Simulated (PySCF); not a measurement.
Mapped SMILES: `[O:1]=[C:2]([F:3])[CH:4]1[CH2:5][CH2:6]1`; H(Xn) means a hydrogen on atom n. Ha(C5), Ha(C6) are cis to C2 on the ring; Hb(C5), Hb(C6) are trans to C2 on the ring.

Geometry: PBE0-D3(BJ)/def2-SVP; GIAO shifts from PySCF, gas phase, non-relativistic, averaged over equivalent atoms.

At BP86/pcSseg-2 (286 basis functions, 44 s wall time on 1 thread of an AMD EPYC 7B13, shared host):
```tsv
atoms	δ (ppm)
O1	387.0
C2	176.6
C5/C6	15.4
C4	14.3
F3	41.8
H(C4)	1.60
Ha(C5)/Ha(C6)	1.18
Hb(C5)/Hb(C6)	1.02
```

References, each an isolated molecule treated in the same way: ¹⁷O (σ = 326.07 ppm) against H2O; ¹³C (σ = 179.17 ppm) and ¹H (σ = 31.23 ppm) vs TMS; ¹⁹F (σ = 143.94 ppm) against CFCl3.

Predict the values at LDA/pcSseg-2 on the same geometry.

Results:


```json
{"atoms": "O1", "δ at LDA/pcSseg-2": "404.6", "change": "+17.6"}
{"atoms": "C2", "δ at LDA/pcSseg-2": "182.1", "change": "+5.5"}
{"atoms": "C5/C6", "δ at LDA/pcSseg-2": "15.9", "change": "+0.5"}
{"atoms": "C4", "δ at LDA/pcSseg-2": "15.3", "change": "+1.0"}
{"atoms": "F3", "δ at LDA/pcSseg-2": "45.5", "change": "+3.7"}
{"atoms": "H(C4)", "δ at LDA/pcSseg-2": "1.71", "change": "+0.11"}
{"atoms": "Ha(C5)/Ha(C6)", "δ at LDA/pcSseg-2": "1.20", "change": "+0.02"}
{"atoms": "Hb(C5)/Hb(C6)", "δ at LDA/pcSseg-2": "1.06", "change": "+0.04"}
```

Chemical shifts δ = σref − σ; ¹⁷O (334.37 ppm) against H2O; ¹³C (180.28 ppm), ¹H (30.77 ppm) vs TMS; ¹⁹F (138.24 ppm) against CFCl3, all at this level.

The largest change is at O1 (carbonyl oxygen). Cost: 286 basis functions, 37 s wall time on 1 thread of an AMD EPYC 7B13, shared host. The order of the carbon signals is the same at both levels.

Unscaled 19F shifts against computed CFCl3 carry errors that often reach 10 to 50 ppm. Unscaled 17O shifts of doubly bonded oxygen tend to come out too high, by tens of ppm or more. Experimental scales use liquid or dissolved standards, which lie at an offset from isolated H2O (liquid H2O: subtract about 36 ppm).
